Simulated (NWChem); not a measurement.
# One shape, several levels: C2H3Cl (SMILES C=CCl)

We compute a comparison of 6 runs (HF/def2-SVP, B3LYP/6-31G*, B3LYP/def2-SVPD, M06-2X/def2-SVPD, PBE/def2-SVPD, PBE0/def2-SVPD) of C2H3Cl. 

The calculation is run with NWChem 7.3.0.

3 further runs of the same task are left out: 3 set aside as unsound or not needed. Runs told in other sessions of the task aren't counted.

**1. The structure to begin with**

C2H3Cl has 6 atoms, charge 0, and is taken as a singlet. SMILES: `C=CCl`. The coordinates come from a PBE0-D4/def2-TZVP relaxation.

Bond lengths: C1–C2 1.320 Å, C2–Cl3 1.721 Å, C1–H4 1.083 Å, C1–H5 1.083 Å, C2–H6 1.083 Å. Angles: C1–C2–Cl3 123.5°, C1–C2–H6 123.6°, Cl3–C2–H6 112.9°, C2–C1–H4 122.1°, C2–C1–H5 119.4°, H4–C1–H5 118.4°.

**2. Energy and gradient at HF/def2-SVP (run 1)**

run.py reads:

```python
from ase import Atoms
from ase.calculators.nwchem import NWChem

mol = Atoms('CCClHHH', positions=[
    [-0.461860, 0.202020, -0.539180],
    [0.378470, -0.011560, 0.455830],
    [0.897380, -1.579540, 0.939640],
    [-0.883050, -0.607730, -1.121290],
    [-0.744690, 1.217510, -0.788270],
    [0.813760, 0.779300, 1.053260],
])

calc = NWChem(
    label='a',
    theory='scf',
    memory='2200 mb',
    basis='def2-SVP',
    basispar='spherical bse',
    scf={'nopen': '0', 'rhf': None, 'thresh': '1e-08', 'maxiter': '80'},
)
mol.calc = calc

forces = mol.get_forces()
e = mol.get_potential_energy()
print(f"E = {e:.6f} eV")
print("forces (eV/A):")
for s, f in zip(mol.symbols, forces):
    print(f"{s:2s} {f[0]:10.5f} {f[1]:10.5f} {f[2]:10.5f}")
print("dipole (e A):", mol.get_dipole_moment().round(4))
```

On the command line:

```console
$ export ASE_NWCHEM_COMMAND="nwchem PREFIX.nwi > PREFIX.nwo"
$ python run.py
```

The program printed:

```text
E = -14605.652273 eV
forces (eV/A):
C     0.15252    0.02977    0.18666
C    -0.21525    0.35831   -0.22718
Cl    0.11138   -0.35471    0.10223
H     0.01455    0.03276    0.02057
H    -0.00319   -0.04947   -0.00828
H    -0.06001   -0.01671   -0.07405
dipole (e A): [-0.1084  0.297  -0.1039]
```

The calculator wrote a.nwi:

```
title "a"

permanent_dir a

scratch_dir a

start a

geometry units angstrom nocenter noautosym noautoz
  C  -4.6185999999999999e-01 2.0202000000000001e-01 -5.3917999999999999e-01
  C  3.7846999999999997e-01 -1.1560000000000001e-02 4.5583000000000001e-01
  Cl 8.9737999999999996e-01 -1.5795399999999999e+00 9.3964000000000003e-01
  H  -8.8305000000000000e-01 -6.0772999999999999e-01 -1.1212899999999999e+00
  H  -7.4468999999999996e-01 1.2175100000000001e+00 -7.8827000000000003e-01
  H  8.1376000000000004e-01 7.7929999999999999e-01 1.0532600000000001e+00
end

memory 2200 mb

basis spherical bse noprint
   * library def2-SVP
end

scf
  nopen 0
  rhf
  thresh 1e-08
  maxiter 80
end

task scf gradient
```

a.nwo:

```text
Northwest Computational Chemistry Package (NWChem) 7.3.0
             --------------------------------------------------------

           Job information
           ---------------

    nwchem branch   = 7.3.0
    use scalapack   = T
    input           = a.nwi
    prefix          = a.
    data base       = a/a.db
    status          = startup
    nproc           =        1

           Memory information
           ------------------

    heap     =     72089598 doubles =      550.0 Mbytes
    stack    =     72089595 doubles =      550.0 Mbytes
    global   =    144179200 doubles =     1100.0 Mbytes (distinct from heap & stack)
    total    =    288358393 doubles =     2200.0 Mbytes
    verify   = yes
    hardfail = no

[... 130 lines left out ...]
 Convergence threshold     :          1.000E-08
[... 12 lines left out ...]
       Final RHF  results
[... 3 lines left out ...]
      One-electron energy =   -915.893879163988
[... 1 line left out ...]
 Nuclear repulsion energy =     89.268863439976
[... 34 lines left out ...]
                       ROHF Final Molecular Orbital Analysis
[... 208 lines left out ...]
                 ----------------------------------------
                 |  Time  |  1-e(secs)   |  2-e(secs)   |
                 ----------------------------------------
                 |  CPU   |       0.00   |       0.52   |
                 ----------------------------------------
                 |  WALL  |       0.00   |       0.52   |
                 ----------------------------------------

 Task  times  cpu:        2.7s     wall:        2.7s
 Total times  cpu:        2.7s     wall:        2.7s
```

Run time: 3.9 s. Hardware: 1 thread of Intel Xeon 6975P-C (Granite Rapids), shared host; peak memory 0.1 GiB.

**3. Energy and forces at B3LYP/6-31G(d) (Cartesian functions) (run 2)**

mymol.xyz reads:

```xyz
6
C2H3Cl
C     -0.461860     0.202020    -0.539180
C      0.378470    -0.011560     0.455830
Cl     0.897380    -1.579540     0.939640
H     -0.883050    -0.607730    -1.121290
H     -0.744690     1.217510    -0.788270
H      0.813760     0.779300     1.053260
```

run.py reads:

```python
from ase.io import read
from ase.calculators.nwchem import NWChem

mol = read('mymol.xyz')

calc = NWChem(
    label='mymol',
    theory='dft',
    memory='2200 mb',
    basis='6-31G*',
    dft={'xc': 'b3lyp', 'mult': '1', 'grid': 'xfine', 'convergence': 'energy 1e-08', 'iterations': '100', 'mulliken': None, 'print': 'low'},
)
mol.calc = calc

forces = mol.get_forces()
e = mol.get_potential_energy()
print(f"E = {e:.6f} eV")
print("forces (eV/A):")
for s, f in zip(mol.symbols, forces):
    print(f"{s:2s} {f[0]:10.5f} {f[1]:10.5f} {f[2]:10.5f}")
```

On the command line:

```console
$ export ASE_NWCHEM_COMMAND="nwchem PREFIX.nwi > PREFIX.nwo"
$ python run.py
```

The program printed:

```text
E = -14644.756766 eV
forces (eV/A):
C    -0.27177    0.09086   -0.31995
C     0.10732    0.46568    0.17201
Cl    0.24024   -0.66196    0.22981
H    -0.06104   -0.03826   -0.07718
H    -0.04772    0.07816   -0.05039
H     0.03296    0.06551    0.04571
```

The calculator wrote mymol.nwi:

```
title "mymol"

permanent_dir mymol

scratch_dir mymol

start mymol

geometry units angstrom nocenter noautosym noautoz
  C  -4.6185999999999999e-01 2.0202000000000001e-01 -5.3917999999999999e-01
  C  3.7846999999999997e-01 -1.1560000000000001e-02 4.5583000000000001e-01
  Cl 8.9737999999999996e-01 -1.5795399999999999e+00 9.3964000000000003e-01
  H  -8.8305000000000000e-01 -6.0772999999999999e-01 -1.1212899999999999e+00
  H  -7.4468999999999996e-01 1.2175100000000001e+00 -7.8827000000000003e-01
  H  8.1376000000000004e-01 7.7929999999999999e-01 1.0532600000000001e+00
end

memory 2200 mb

basis noprint
   * library 6-31G*
end

dft
  xc b3lyp
  mult 1
  grid xfine
  convergence energy 1e-08
  iterations 100
  mulliken
  print low
end

task dft gradient
```

mymol.nwo:

```text
Northwest Computational Chemistry Package (NWChem) 7.3.0
             --------------------------------------------------------

           Job information
           ---------------

    nwchem branch   = 7.3.0
    use scalapack   = T
    input           = mymol.nwi
    prefix          = mymol.
    data base       = mymol/mymol.db
    status          = startup
    nproc           =        1

           Memory information
           ------------------

    heap     =     72089598 doubles =      550.0 Mbytes
    stack    =     72089595 doubles =      550.0 Mbytes
    global   =    144179200 doubles =     1100.0 Mbytes (distinct from heap & stack)
    total    =    288358393 doubles =     2200.0 Mbytes
    verify   = yes
    hardfail = no

[... 38 lines left out ...]
            Nuclear Dipole moment (a.u.)
[... 71 lines left out ...]
   convergence    iter        energy       DeltaE   RMS-Dens  Diis-err    time
[... 11 lines left out ...]
         Total DFT energy =     -538.184888956313
      One electron energy =     -916.553526081856
           Coulomb energy =      329.295450104162
    Exchange-Corr. energy =      -40.195676418595
 Nuclear repulsion energy =       89.268863439976
[... 31 lines left out ...]
                         DFT ENERGY GRADIENTS

    atom               coordinates                        gradient
                 x          y          z           x          y          z
   1 C      -0.872789   0.381762  -1.018902    0.005285  -0.001767   0.006222
   2 C       0.715205  -0.021845   0.861394   -0.002087  -0.009056  -0.003345
   3 Cl      1.695802  -2.984898   1.775662   -0.004672   0.012873  -0.004469
   4 H      -1.668723  -1.148443  -2.118931    0.001187   0.000744   0.001501
   5 H      -1.407260   2.300760  -1.489614    0.000928  -0.001520   0.000980
   6 H       1.537783   1.472663   1.990373   -0.000641  -0.001274  -0.000889

 Task  times  cpu:       10.2s     wall:       10.2s
 Total times  cpu:       10.2s     wall:       10.2s
```

Wall time 11 s (1 thread of Intel Xeon 6975P-C (Granite Rapids), shared host); peak memory 0.13 GiB.

**4. Energy and forces at B3LYP/def2-SVPD (run 3)**

run.py reads:

```python
from ase import Atoms
from ase.calculators.nwchem import NWChem

system = Atoms(['C', 'C', 'Cl', 'H', 'H', 'H'], positions=[
    [-0.461860, 0.202020, -0.539180],
    [0.378470, -0.011560, 0.455830],
    [0.897380, -1.579540, 0.939640],
    [-0.883050, -0.607730, -1.121290],
    [-0.744690, 1.217510, -0.788270],
    [0.813760, 0.779300, 1.053260],
])

calc = NWChem(
    label='run',
    theory='dft',
    memory='2200 mb',
    basis='def2-SVPD',
    basispar='spherical bse',
    dft={'xc': 'b3lyp', 'mult': '1', 'grid': 'fine', 'convergence': 'energy 1e-08', 'iterations': '100', 'mulliken': None},
)
system.calc = calc

forces = system.get_forces()
print("Total energy (eV):", round(system.get_potential_energy(), 6))
print("forces (eV/A):")
for s, f in zip(system.symbols, forces):
    print(f"{s:2s} {f[0]:10.5f} {f[1]:10.5f} {f[2]:10.5f}")
print("dipole (e A):", system.get_dipole_moment().round(4))
```

On the command line:

```console
$ export ASE_NWCHEM_COMMAND="nwchem PREFIX.nwi > PREFIX.nwo"
$ python run.py
```

The program printed:

```text
Total energy (eV): -14640.08127
forces (eV/A):
C    -0.25999    0.10156   -0.30473
C     0.11786    0.24024    0.16424
Cl    0.23330   -0.63378    0.22399
H    -0.11740   -0.18630   -0.15864
H    -0.08037    0.25325   -0.07389
H     0.10655    0.22497    0.14902
dipole (e A): [-0.1016  0.264  -0.0986]
```

The calculator wrote run.nwi:

```
title "run"

permanent_dir run

scratch_dir run

start run

geometry units angstrom nocenter noautosym noautoz
  C  -4.6185999999999999e-01 2.0202000000000001e-01 -5.3917999999999999e-01
  C  3.7846999999999997e-01 -1.1560000000000001e-02 4.5583000000000001e-01
  Cl 8.9737999999999996e-01 -1.5795399999999999e+00 9.3964000000000003e-01
  H  -8.8305000000000000e-01 -6.0772999999999999e-01 -1.1212899999999999e+00
  H  -7.4468999999999996e-01 1.2175100000000001e+00 -7.8827000000000003e-01
  H  8.1376000000000004e-01 7.7929999999999999e-01 1.0532600000000001e+00
end

memory 2200 mb

basis spherical bse noprint
   * library def2-SVPD
end

dft
  xc b3lyp
  mult 1
  grid fine
  convergence energy 1e-08
  iterations 100
  mulliken
end

task dft gradient
```

run.nwo:

```text
Northwest Computational Chemistry Package (NWChem) 7.3.0
             --------------------------------------------------------

           Job information
           ---------------

    nwchem branch   = 7.3.0
    use scalapack   = T
    input           = run.nwi
    prefix          = run.
    data base       = run/run.db
    status          = startup
    nproc           =        1

           Memory information
           ------------------

    heap     =     72089600 doubles =      550.0 Mbytes
    stack    =     72089597 doubles =      550.0 Mbytes
    global   =    144179200 doubles =     1100.0 Mbytes (distinct from heap & stack)
    total    =    288358397 doubles =     2200.0 Mbytes
    verify   = yes
    hardfail = no

[... 101 lines left out ...]
  convergence criterion.
[... 40 lines left out ...]
          Spatial weights used:  Erf1
[... 73 lines left out ...]
         Total DFT energy =     -538.013067668114
[... 3 lines left out ...]
 Nuclear repulsion energy =       89.268863439976
[... 717 lines left out ...]
          Convergence on gradient requested:  5.00D-04
[... 27 lines left out ...]
          total energy or number of iterations.
[... 37 lines left out ...]
                 ----------------------------------------
                 |  Time  |  1-e(secs)   |  2-e(secs)   |
                 ----------------------------------------
                 |  CPU   |       0.00   |       1.74   |
                 ----------------------------------------
                 |  WALL  |       0.00   |       1.74   |
                 ----------------------------------------

 Task  times  cpu:       10.0s     wall:       10.0s
 Total times  cpu:       10.0s     wall:       10.0s
```

Wall time 11 s (1 thread of Intel Xeon 6975P-C (Granite Rapids), shared host); peak memory 0.12 GiB.

Runs 4 to 5 aren't shown in full; the table further down has their settings and results.

**5. Energy and forces at PBE0/def2-SVPD (run 6)**

mol.nw reads:

```
start mol
memory total 2200 mb
charge 0

geometry units angstroms noautosym nocenter noautoz
  C       -0.461860       0.202020      -0.539180
  C        0.378470      -0.011560       0.455830
  Cl       0.897380      -1.579540       0.939640
  H       -0.883050      -0.607730      -1.121290
  H       -0.744690       1.217510      -0.788270
  H        0.813760       0.779300       1.053260
end

basis spherical bse
  * library def2-SVPD
end

dft
  xc pbe0
  grid fine
  convergence energy 1e-08
  iterations 100
  mulliken
end

task dft gradient
```

On the command line:

```console
$ nwchem mol.nw > mol.out
```

The program printed:

```text
[...]
          Wavefunction type:  closed shell.
          No. of atoms     :     6
          No. of electrons :    32
[...]
          Charge           :     0
          Spin multiplicity:     1
[...]
          AO basis - number of functions:    91
[...]
              XC Information
              --------------
                         PBE0 Method XC Functional
                     Hartree-Fock (Exact) Exchange  0.250
          PerdewBurkeErnzerhof Exchange Functional  0.750
            Perdew 1991 LDA Correlation Functional  1.000 local
           PerdewBurkeErnz. Correlation Functional  1.000 non-local
[...]
 d= 0,ls=0.0,diis     1   -537.7114603563 -6.27D+02  1.41D-02  3.11D-01     1.1
[...]
 d= 0,ls=0.0,diis     8   -537.7469203476 -7.29D-09  3.74D-06  7.32D-08     7.4
         Total DFT energy =     -537.746920347617
      One electron energy =     -915.980376162695
           Coulomb energy =      328.860221353149
    Exchange-Corr. energy =      -39.895628978048
 Nuclear repulsion energy =       89.268863439976
[...]
      Total Density - Mulliken Population Analysis
     ---------------------------------------------
    Atom       Charge   Shell Charges
 -----------   ------   -------------------------------------------------------
    1 C    6     5.76   1.98  0.92  0.26 -0.06  2.09  0.53  0.03  0.02
    2 C    6     5.89   1.99  0.94  0.01 -0.00  2.02  0.83  0.05  0.06
    3 Cl  17    17.43   2.00  1.98  1.28  0.68  0.02  5.93  2.15  3.11  0.20  0.04  0.04
    4 H    1     1.05   0.75  0.29  0.03 -0.02
    5 H    1     0.98   0.75  0.22  0.03 -0.02
    6 H    1     0.88   0.75  0.11  0.02 -0.00
[...]
  wavefunction    = closed shell
                         DFT ENERGY GRADIENTS
    atom               coordinates                        gradient
                 x          y          z           x          y          z
   1 C      -0.872789   0.381762  -1.018902    0.003158  -0.000934   0.003729
   2 C       0.715205  -0.021845   0.861394   -0.002462   0.001342  -0.002852
   3 Cl      1.695802  -2.984898   1.775662   -0.001954   0.005301  -0.001877
   4 H      -1.668723  -1.148443  -2.118931    0.002224   0.004027   0.003051
   5 H      -1.407260   2.300760  -1.489614    0.001386  -0.005157   0.001203
   6 H       1.537783   1.472663   1.990373   -0.002352  -0.004578  -0.003255
[...]
```

It took 11 s on 1 thread of Intel Xeon 6975P-C (Granite Rapids), shared host; peak memory 0.12 GiB.

**6. The series**

| run | level | Cartesian functions | iteration cap | energy (Eh) | dipole moment (D) | HOMO energy (eV) | LUMO energy (eV) | wall time |
| --- | --- | --- | --- | --- | --- | --- | --- | --- |
| 1 | HF/def2-SVP | no | 80 | -536.747825 | 1.60 | -10.07 | 4.07 | 3.9 s |
| 2 | B3LYP/6-31G* (Cartesian functions) | yes | 100 | -538.184889 | – | – | – | 11 s |
| 3 | B3LYP/def2-SVPD | no | 100 | -538.013068 | 1.44 | -7.41 | -0.57 | 11 s |
| 4 | M06-2X/def2-SVPD | no | 100 | -537.939545 | 1.54 | -8.86 | 0.58 | 16 s |
| 5 | PBE/def2-SVPD | no | 100 | -537.700664 | 1.37 | -6.48 | -1.34 | 14 s |
| 6 | PBE0/def2-SVPD | no | 100 | -537.746920 | 1.47 | -7.65 | -0.33 | 11 s |

**7. Summary of results**

| quantity | value |
| --- | --- |
| run 6: total energy | -537.74692 Eh |
| run 6: dipole moment | 1.47 D |
| run 6: HOMO energy | -7.65 eV |
| run 6: LUMO energy | -0.33 eV |
| run 6: HOMO–LUMO gap | 7.33 eV |
| run 6: largest force on an atom | 0.313 eV/Å |

Over runs 1, 3, 4, 5, 6 the dipole moment (its size) runs from 1.37 D (PBE/def2-SVPD) to 1.60 D (HF/def2-SVP). The two ends differ in method and basis. Over runs 1, 3, 4, 5, 6 the HOMO–LUMO gap runs from 5.14 eV (PBE/def2-SVPD) to 14.15 eV (HF/def2-SVP). Totals of different functionals can't be ranked against each other. All runs together took 66 s, the longest 16 s.
